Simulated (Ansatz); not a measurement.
Computed with Ansatz on PBE0-D4/def2-TZVP structures; ΔE is electronic, products minus reactants. CCSD(T)/CBS adds triple-zeta CCSD(T) − MP2 to the extrapolated MP2 energy (def2 sets, frozen cores). This one scheme is used for every species. DFT in def2-TZVPP.

`C=C=C(F)Cl` + H₂ → `C=C=CCl` + H–F  (hydrogenolysis of a C–F bond)

Q: Is it downhill or uphill in electronic energy at CCSD(T)/CBS, and by how much? (Estimate.)

A: The calculation gave: Downhill: ΔE = -29.1 kcal/mol.

Q: What do these levels give: revPBE-D4, PBE0-D4, ωB97X-V, PBE, revPBE, PBE0, r2SCANh, CAM-B3LYP, CCSD/def2-SVP, SCS-MP2/def2-TZVPP, CCSD(T)/def2-TZVPP, SCS-MP2/def2-QZVPP? (Best estimate.)

A: Computed: revPBE-D4 -23.4, PBE0-D4 -26.3, ωB97X-V -25.2, PBE -23.8, revPBE -24.3, PBE0 -26.5, r2SCANh -25.1, CAM-B3LYP -25.8, CCSD/def2-SVP -25.2, SCS-MP2/def2-TZVPP -28.5, CCSD(T)/def2-TZVPP -28.0, SCS-MP2/def2-QZVPP -29.3 kcal/mol.

Q: What do rigid-rotor, harmonic-oscillator terms from PBE0-D4/def2-TZVP frequencies (298.15 K, 1 bar) make of the CCSD(T)/CBS value? (An estimate is asked.)

A: Computed: ΔZPE = +4.3 kcal/mol, ΔH = -25.2 kcal/mol, ΔS = 24 J/(mol·K), ΔG = -26.9 kcal/mol.

Largest T1 diagnostic among the species: 0.013.

From r2SCAN to r2SCAN0 (25 % exact exchange), in def2-TZVPP and without D4, ΔE moves by −2.5 kcal/mol. In def2-TZVPP, CCSD(T) changes the Hartree–Fock value by +2.4 kcal/mol (the triples alone add +1.1 kcal/mol) and MP2 by +1.2 kcal/mol.
